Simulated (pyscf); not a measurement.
F–CH(F)–C(F)(F)–F -> F–C(F)=C(F)–F + HF (elimination; singlet surface; C–H, C–F broken, F–H formed). Structures and frequencies: ωB97X-D3(BJ)/def2-SVP in PySCF. Energies in eV from the reactant's lowest minimum found.

```json
[
 {"level": "PBE/def2-TZVP", "barrier": "[?]", "reaction energy": "+1.73"},
 {"level": "B3LYP-D3(BJ)/def2-TZVP", "barrier": "[?]", "reaction energy": "[?]"},
 {"level": "PBE0-D3(BJ)/def2-TZVP", "barrier": "3.77", "reaction energy": "+1.95"},
 {"level": "M06-2X/def2-TZVP", "barrier": "4.05", "reaction energy": "+2.00"},
 {"level": "ωB97M-D3(BJ)/def2-TZVP", "barrier": "3.81", "reaction energy": "+1.92"},
 {"level": "HF/def2-TZVP", "barrier": "4.79", "reaction energy": "+2.14"}
]
```

Fill in the missing entries.


- PBE/def2-TZVP, barrier: 3.31
- B3LYP-D3(BJ)/def2-TZVP, barrier: 3.68
- B3LYP-D3(BJ)/def2-TZVP, reaction energy: +1.80

The functionals in the table span 0.74 eV in this barrier, from PBE to M06-2X. One saddle was located; it need not be the lowest between these sides.
